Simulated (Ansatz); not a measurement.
Input file:

```yaml
crystal:
  periodic: [false, false, false]
  atoms:
    - {symbol: P, position_ang: [0.000000, 0.000000, 0.000000]}
    - {symbol: S, position_ang: [0.000000, 0.000000, 2.137000]}
basis:
  gaussian: {orbitals: 6-31G}
total_charge: 1
magnetization: {spin_polarized: false, initial_magnetization: 4}
correlation: {active_space: {window: {electrons: 4, orbitals: 5}, states: [{multiplicity: 5, weights: [1, 0.5, 1, 1]}]}}
output: {forces: true}
```

```sh
$ ansatz run in.yaml --threads 1 --pin off --events-out ev --progress --plain --max-ram 2393MiB
```

Output:

```
495 factors; integrals over basis functions are off by at most 3.0e-8 eV
mean field evaluation 1: about -20075.9536 eV, gradient 7.4e0 eV
mean field evaluation 2: about -20075.9615 eV, gradient 7.4e0 eV
mean field evaluation 4: about -20076.3524 eV, gradient 4.8e-1 eV
mean field evaluation 8: about -20076.3548 eV, gradient 3.1e-6 eV
mean field evaluation 16: about -20075.5868 eV, gradient 1.2e-4 eV
mean field evaluation 32: about -20076.3525 eV, gradient 2.6e-1 eV
mean field -20076.35483742 eV, -737.7924320330 hartree, gradient 5.5e-7 eV, S^2 6.000000; 7 other end points of the search recorded, 0 dependent functions left out
reference -20076.35483742 eV, -737.7924320330 hartree; 17, 13 occupied and 9, 13 virtual orbitals, 495 factors
state -20076.30102702 eV, -737.7904545374 hartree
state -20072.16928364 eV, -737.6386157689 hartree
state -20072.16173508 eV, -737.6383383644 hartree
state -20066.35817441 eV, -737.4250614434 hartree
an earlier search ended where averaged states of different weights were degenerate, so these states were given the mean of their weights and the orbitals were optimised with it; in the result, neighbours among these states lie up to 7.5e-3 eV apart
the calculation of the forces begins
Total energy: -20071.68784728 eV, -737.6209233088 hartree
Atom 0 at     0.000000     0.000000     0.000000 Å, force     0.000000     0.000000   -11.552675 eV/Å
Atom 1 at     0.000000     0.000000     2.137000 Å, force    -0.000000    -0.000000    11.552675 eV/Å
Dipole moment:    -0.000000    -0.000000     0.290008 e Å
```

Natural occupations, averaged over the states: 1.0000 0.7857 0.7857 0.7143 0.7143.

The total printed last is the weighted mean of the 4 states, 4.613 eV above the lowest of them, and is no single state's energy. Before any correction even the lowest state lies above the reference determinant, by 0.05 eV, so the averaged orbitals or the space serve it badly.

Forces (eV/Å):
```
P     0.000   0.000 -11.553
S     0.000   0.000  11.553
```

Ran on 1 thread of Arm Neoverse V2, shared host: 1.6 s wall, 0.08 GiB peak host memory.
